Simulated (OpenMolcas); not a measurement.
## How methods differ on [SiH3]+ (SMILES [SiH3+])

The species is [SiH3]+ (4 atoms), meant as a singlet with charge +1. SMILES: `[SiH3+]`. Geometry: relaxed at PBE0-D4/def2-TZVP.

```xyz
4

Si    0.0000    0.0000    0.0000
H     0.6869    0.6754    1.1130
H    -0.1184   -1.4672   -0.0099
H    -0.5685    0.7917   -1.1031
```

Quantity: the energy change with the Si1–H4 bond stretched from 1.472 to 2.944 Å, in eV. The values are calculated.

```csv
level,kind,program,value (eV),less FCI/3-21G,CPU time (all runs)
HF/3-21G (restricted),Hartree–Fock,OpenMolcas,4.62,+1.61,2.8 s
PBE/3-21G (restricted),GGA,OpenMolcas,3.54,+0.53,8.1 s
r2SCAN/3-21G (restricted),meta-GGA,OpenMolcas,3.80,+0.79,9.6 s
B3LYP/3-21G (restricted),global hybrid,OpenMolcas,3.81,+0.80,8.1 s
B2PLYP/3-21G (restricted),double hybrid,OpenMolcas,3.84,+0.83,7.3 s
MP2/3-21G (restricted),perturbation theory,OpenMolcas,3.93,+0.92,3.2 s
CISD/3-21G (restricted),coupled cluster or CI,OpenMolcas,3.32,+0.31,3.2 s
FCI/3-21G,exact in the basis,OpenMolcas,3.01,0.00,7 s
```

FCI/3-21G is exact within its basis and frozen core, so for wave-function methods in that basis the difference is their error; functionals converge differently with the basis, so for them it is only a difference. Spin-restricted single references rise too steeply as a bond breaks, Hartree–Fock most of all. The first shape isn't each level's own minimum. The values span 3.01 to 4.62 eV. All rows use very small basis sets, so even the best lies far from the true value. CPU times are rough (shared hosts, several kinds of processor): they show what a rung costs within a factor of a few.
